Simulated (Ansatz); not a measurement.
Energy needed to pull apart CH2ClF (SMILES FCCl), singlet, into free ground-state atoms, from the structure below (displaced at random from a GFN2-xTB minimum); no zero-point or spin–orbit terms; open-shell atoms are treated unrestricted, in their ground-state multiplicity.

```xyz
5
angstrom
F -0.9378 0.5521 0.7397
C 0.0839 0.0678 0.0715
Cl -0.4127 -1.2515 -1.0339
H 0.9264 -0.3055 0.7106
H 0.5048 0.9168 -0.6115
```

Program: Ansatz 0.2.0. Basis: def2-TZVPP. Cores are frozen in the correlated methods. B3LYP uses VWN-RPA correlation.

```csv
method,atomization energy (eV)
SPW92,20.43
PBE-D4,17.88
r2SCAN-D4,17.35
PBE0-D4,17.36
B3LYP-D4,17.17
wB97M-V,?
HF,12.10
MP2,17.24
CCSD,?
CCSD(T),16.76
```

Question: What does CCSD give? (To be estimated.)

Answer: Computed: 16.44 eV, which is about 0.32 eV less than CCSD(T)/def2-TZVPP.

Question: What does wB97M-V give? (An estimate is asked for; the value comes from the calculation.)

Answer: By the calculation: 17.32 eV, which is about 0.56 eV more than CCSD(T)/def2-TZVPP.

In triple zeta the MP2 and coupled-cluster atomization energies are still short of their basis limit by a few kcal/mol a bond, whereas those of the functionals are nearly converged, so these differences are not deviations from converged CCSD(T).

T1 diagnostic: at most 0.011.

For scale, one of the runs: CCSD(T)/def2-TZVPP forces, 132 basis functions (an equivalent command: `ansatz run in.yaml --threads 4`). The run took 37 s on 4 CPU threads (shared host), with 1.2 GiB of host memory at its peak.
